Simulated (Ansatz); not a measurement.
## Structure relaxation of TiGe2

Level of theory: DFT r2SCAN, scalar-relativistic, plane waves, PAW (Ansatz 0.2.0). Cutoff 500 eV, Γ-centred k mesh, Gaussian smearing, no spin polarisation in the final step.

The start is a database structure of TiGe2, space group Fddd (No. 70).

```
Ti Ge
1.0
     0.00000    4.29700    4.43200
     2.51500    0.00000    4.43200
     2.51500    4.29700    0.00000
Ti Ge
2 4
Direct
  0.00000 0.00000 0.00000
  0.25000 0.25000 0.25000
  0.66700 0.66700 0.33300
  0.33300 0.33300 0.66700
  0.58300 0.58300 0.91700
  0.91700 0.91700 0.58300
```

Steps on the 10×10×10 mesh (6 atoms). 4 of 6 steps are shown, and the free energy counts from the last. Trial steps that were taken back and renewals of the plane-wave basis can be among the rows.

```tsv
step	ΔF (meV/atom)	V (Å³/atom)	P (GPa)	largest force component (eV/Å)
1	13.0	15.97	0.26	0.087
2	6.1	15.57	1.68	0.023
3	0.1	15.83	-0.06	0.021
6	0.0	15.82	-0.01	0.005
```

A final relaxation ran on a 10×10×10 mesh. The relaxed crystal, Fddd (No. 70):

```cif
data_structure
_symmetry_space_group_name_H-M 'Fddd:1'
_symmetry_Int_Tables_number 70
_cell_length_a 5.0323
_cell_length_b 8.6182
_cell_length_c 8.7531
_cell_angle_alpha 90.000
_cell_angle_beta 90.000
_cell_angle_gamma 90.000
_cell_volume 379.62
loop_
_atom_site_label
_atom_site_type_symbol
_atom_site_symmetry_multiplicity
_atom_site_Wyckoff_symbol
_atom_site_fract_x
_atom_site_fract_y
_atom_site_fract_z
_atom_site_occupancy
Ti1 Ti 8 b 0.75000 0.25000 0.25000 1
Ge1 Ge 16 f 0.75000 0.58211 0.25000 1
```

| Property | Result |
| --- | --- |
| Volume per atom | 15.82 Å³ |
| Density | 6.76 g/cm³ |
| Energy over the elements | -0.40 eV/atom |
| Gap on the 10×10×10 mesh | 0 eV (a metal) |

Formation energies are uncorrected and refer to the elements' standard structures at the same level.

The final run used a 10×10×10 mesh on its 6-atom cell and 0.10 eV smearing. The k mesh leaves about 4 meV/atom of noise in metals.

Symmetry constrained the relaxation, so the result can be a saddle point.

Cost: 2 runs of about 9.3 core-minutes in all, on Arm Neoverse V2 (shared hosts).